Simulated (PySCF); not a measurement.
A species of formula C6H6 has this rotational fingerprint, computed with PBE0/def2-SVP geometry optimisation, gas phase (PySCF):

| Item | Value |
| --- | --- |
| Rotational constants | A = 8213, B = 3810, C = 2603 MHz |
| Dipole components | \|μa\| = 0.68 D, \|μb\| = 0.00 D, \|μc\| = 0.00 D |
| Inertial defect | 0.00 u·Å² |
| κ | -0.57 |

Problem. Which structure is it? (One computed conformer of each.)
A. `C1(=C)C=CC=C1`
B. `C1=CC=CC=C1`

Solution. A. It is C=C1C=CC=C1, an asymmetric top, point group C2v. The candidates at the same level (rigid rotor, commonest isotopes):

| SMILES | A (MHz) | B (MHz) | C (MHz) | μa (D) | μb (D) | μc (D) | Δ (u·Å²) | point group | rotor |
| --- | --- | --- | --- | --- | --- | --- | --- | --- | --- |
| C=C1C=CC=C1 | 8213 | 3810 | 2603 | 0.68 | 0.00 | 0.00 | 0.00 | C2v | asymmetric top |
| c1ccccc1 | 5694 | 5692 | 2847 | 0.00 | 0.00 | 0.00 | 0.00 | D6h | oblate symmetric top |

`c1ccccc1` has B 49 % too high. In the right answer the symmetry axis of this C2v structure is a, so μb and μc vanish by symmetry. No structure here is proved a minimum.
